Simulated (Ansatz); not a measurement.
`CBS` → `[CH2]` (triplet) + `BS` at 500 K and 1 bar (formal loss of a carbene).

Isolated molecules relaxed with PBE0-D4/def2-TZVP in Ansatz; ΔE leaves out vibrations. CBS: MP2 limit from def2 TZ/QZ plus the TZ coupled-cluster correction, frozen cores. This one scheme is used for every species. Triplets are unrestricted, without spin–orbit coupling. Each species was taken in one conformer, which may not be the lowest.

| species | CCSD(T)/CBS energy (Eh) | H − E (kJ/mol) | S (J/(mol·K)) |
| --- | --- | --- | --- |
| `CBS` | -463.66090 | 187.2 | 329.8 |
| `[CH2]` (triplet) | -39.09499 | 62.7 | 213.9 |
| `BS` | -424.38198 | 102.0 | 273.9 |

H − E and S are ideal-gas, rigid-rotor, harmonic terms from PBE0-D4/def2-TZVP, for one conformer and one mirror image of each species, with the whole ground term of open shells counted as degenerate. 1 Eh = 2625.50 kJ/mol, R = 8.31446 J/(mol·K).

Q: By hand: ΔE, ΔH, ΔS and ΔG.

A: ΔE = (-39.09499) + (-424.38198) − (-463.66090) = 0.18393 Eh = 482.9 kJ/mol. Δ(H − E) = 62.7 + 102.0 − 187.2 = -22.5, so ΔH = 460.4 kJ/mol. ΔS = 213.9 + 273.9 − 329.8 = 158.0 J/(mol·K). ΔG = 460.4 − 500 × (158.0)/1000 = 381.4 kJ/mol.

Q: By hand: the equilibrium constant, and the temperature at which ΔG would vanish if ΔH and ΔS stayed fixed.

A: log₁₀ K = −ΔG/(RT ln 10) = -39.8. ΔG = 0 at ΔH/ΔS = 2914 K, far beyond where these terms or the molecules hold.

The number of gas molecules changes by +1, which sets the sign of ΔS. A doubt of 5 kJ/mol in ΔE shifts log₁₀ K by 0.5 here. Other conformers and mirror images would add mixing entropy, several J/(mol·K) or more a flexible species. A triplet takes part, so the spin changes. These are equilibria of isolated gas molecules and say nothing of rates. Largest T1 diagnostic: 0.015 (customary marks: 0.02 for closed shells, 0.045 for open ones).
